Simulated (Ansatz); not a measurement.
# SiH3OF (SMILES O[SiH2]F): single points off equilibrium

The atoms stand at a structure displaced at random from a GFN2-xTB minimum. How far do the functionals agree with CCSD(T) there?

Computed with Ansatz 0.2.0, Gaussian basis. Level: single points in def2-TZVPP.

Correlated methods freeze the cores.

## (1) The starting structure

SMILES `O[SiH2]F`, 6 atoms, charge 0, spin multiplicity 1.

Atoms are counted from 1 here; the program's logs count them from 0.

Bond lengths: O1–Si2 1.464 Å, O1–H4 0.974 Å, Si2–F3 1.619 Å, Si2–H5 1.386 Å, Si2–H6 1.565 Å. Angles: Si2–O1–H4 127.2°, O1–Si2–F3 110.8°, O1–Si2–H5 116.0°, O1–Si2–H6 112.9°, F3–Si2–H5 104.3°, F3–Si2–H6 101.6°, H5–Si2–H6 110.0°.

Geometry (Å):

```
O    -0.80230    0.05830   -0.90780
Si    0.34110    0.05250    0.00580
F     0.02070   -0.83620    1.32080
H    -1.71520   -0.21660   -0.71080
H     1.51560   -0.48770   -0.49450
H     0.62380    1.45660    0.63710
```

## (2) CCSD(T)/def2-TZVPP

run/in.yaml reads:

```yaml
crystal:
  periodic: [false, false, false]
  atoms:
    - {symbol: O, position_ang: [-0.802300, 0.058300, -0.907800]}
    - {symbol: Si, position_ang: [0.341100, 0.052500, 0.005800]}
    - {symbol: F, position_ang: [0.020700, -0.836200, 1.320800]}
    - {symbol: H, position_ang: [-1.715200, -0.216600, -0.710800]}
    - {symbol: H, position_ang: [1.515600, -0.487700, -0.494500]}
    - {symbol: H, position_ang: [0.623800, 1.456600, 0.637100]}
basis:
  gaussian: {orbitals: def2-TZVPP}
correlation: {method: ccsd_t}
output: {forces: true}
```

The command line of these runs was not kept.

## (3) PBE0-D4/def2-TZVPP

Changes to run/in.yaml since step 2:

```diff
@@ -11,3 +11,3 @@
   gaussian: {orbitals: def2-TZVPP}
-correlation: {method: ccsd_t}
-output: {forces: true}
+hamiltonian: {xc: pbe0, dispersion: d4}
+output: {forces: true, orbitals: {seedname: orbitals}}
```

## (4) wB97M-V/def2-TZVPP

Changes to run/in.yaml since step 3:

```diff
@@ -11,3 +11,3 @@
   gaussian: {orbitals: def2-TZVPP}
-hamiltonian: {xc: pbe0, dispersion: d4}
-output: {forces: true, orbitals: {seedname: orbitals}}
+hamiltonian: {xc: {name: wB97M-V}}
+output: {forces: true}
```

## (5) r2SCAN-D4/def2-TZVPP

Changes to run/in.yaml since step 4:

```diff
@@ -11,3 +11,3 @@
   gaussian: {orbitals: def2-TZVPP}
-hamiltonian: {xc: {name: wB97M-V}}
+hamiltonian: {xc: r2scan, dispersion: d4}
 output: {forces: true}
```

## (6) PBE-D4/def2-TZVPP

Changes to run/in.yaml since step 5:

```diff
@@ -11,3 +11,3 @@
   gaussian: {orbitals: def2-TZVPP}
-hamiltonian: {xc: r2scan, dispersion: d4}
+hamiltonian: {xc: pbe, dispersion: d4}
 output: {forces: true}
```

## (7) BHLYP-D4/def2-TZVPP

Changes to run/in.yaml since step 6:

```diff
@@ -11,3 +11,3 @@
   gaussian: {orbitals: def2-TZVPP}
-hamiltonian: {xc: pbe, dispersion: d4}
+hamiltonian: {xc: {name: BHLYP}, dispersion: d4}
 output: {forces: true}
```

## (8) SPW92/def2-TZVPP

Changes to run/in.yaml since step 7:

```diff
@@ -11,3 +11,3 @@
   gaussian: {orbitals: def2-TZVPP}
-hamiltonian: {xc: {name: BHLYP}, dispersion: d4}
+hamiltonian: {xc: lda}
 output: {forces: true}
```

(Steps that only read results are left out.)

Q: Predict the outcome of this session. Wanted: energy less free atoms, CCSD(T)/def2-TZVPP; RMS force component; RMS force error; HOMO and LUMO, PBE0-D4; T1 diagnostic.

The runs gave:

```
                                  quantity                                                                                          value
energy less free atoms, CCSD(T)/def2-TZVPP                                                                                 -2062.2 kJ/mol
                       RMS force component                                                           2.906 to 3.210 eV/Å over the methods
                           RMS force error  PBE0-D4 0.136, wB97M-V 0.099, r2SCAN-D4 0.133, PBE-D4 0.262, BHLYP-D4 0.235, SPW92 0.378 eV/Å
                    HOMO and LUMO, PBE0-D4                                                                              -8.67 and 0.32 eV
                             T1 diagnostic                                                                                          0.011
```

In words: Against CCSD(T) the functionals' energies less atoms differ by -340.5 to +19.1 kJ/mol, PBE-D4 by -42.0 kJ/mol. The reference is not at the basis limit: in triple zeta CCSD(T) underbinds, which counts against methods that bind more; the gaps are no ranking. For forces wB97M-V does best and SPW92 worst.
